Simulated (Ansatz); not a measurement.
Ideal-gas functions of `F/[C]=C\F` radical at 600 K and 1 bar, from an Ansatz frequency run at PBE0-D4/def2-TZVP.

Molar mass 63.03 g/mol, point group Cs (symmetry number 1), electronic degeneracy 2, moments of inertia 18.829, 91.618, 110.448 u Å². Harmonic wavenumbers (cm⁻¹, unscaled): 214, 448, 763, 800, 1041, 1158, 1352, 1797, 3258.

Use S(trans) = R[1.5 ln M + 2.5 ln T − 1.1517]; rotational temperatures θ = 24.2544 K / I; S(rot) = R[ln(√π/σ · √(T³/θAθBθC)) + 1.5]; for each mode x = 1.438777 ν̃/T, S = R[x/(eˣ − 1) − ln(1 − e⁻ˣ)] and H = RT x/(eˣ − 1); 1 cm⁻¹ = 0.0119627 kJ/mol; R = 8.31446 J/(mol·K).

**Question.** By hand: the entropy, in J/(mol·K).

**Answer.** Translation 175.1. Rotation: θ = 1.2881, 0.2647, 0.2196 K, giving 107.8. Vibration, mode by mode: 13.95, 8.11, 4.36, 4.07, 2.58, 2.07, 1.43, 0.60, 0.03, in all 37.2. Electronic 5.8. Sum 325.9 J/(mol·K).

**Question.** By hand: H − E and G − E in kJ/mol, counted from the electronic energy.

**Answer.** Zero-point energy ½ × 10831 × 0.0119627 = 64.8; thermal vibration 13.0; translation, rotation and pV give 4 RT = 20.0. H − E = 97.8 kJ/mol, and G − E = 97.8 − 600 × 325.9/1000 = -97.7 kJ/mol.

Vibration gives 11 % of the entropy.
